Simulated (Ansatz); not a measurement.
Al(CO)H3 (CH3AlO), relaxed as a singlet with RKS PBE0-D4/def2-TZVP in Ansatz, starting from the GFN2-xTB geometry. Force threshold 0.02 eV/Å.

Start:

```xyz
6

Al    0.039   -0.037    0.789
C    -0.332    0.426   -1.218
O    -0.087    0.074   -2.259
H    -0.706   -1.337    0.297
H    -0.405    0.594    2.128
H     1.491    0.281    0.263
```

```
step  energy (eV)  largest force component (eV/Å)  SCF passes
   1   -9723.1624                           0.565          14
   2   -9723.3517                           1.373          25
   3   -9723.3903                           0.444          24
   4   -9723.4753                           1.541          25
   5   -9723.5151                           2.664          24
   6   -9723.5468                           0.508          18
   7   -9723.5514                           0.046          18
   8   -9723.5516                           0.037          21
   9   -9723.5517                           0.002          20
```

Force components are those of the run's own axes.

End:

```xyz
6

Al    0.181   -0.230    0.779
C    -0.287    0.366   -1.232
O    -0.529    0.672   -2.281
H    -0.459   -1.684    0.646
H    -0.662    0.930    1.475
H     1.756   -0.055    0.613
```

By distances, no bond broke or formed. The bond that changes most is Al1–C2, from 2.09 to 2.15 Å (atoms count from 1).

No frequencies were taken in this run, so the end may be a saddle point.

It took 4.9 s on 4 threads of Arm Neoverse V2 on a shared host.
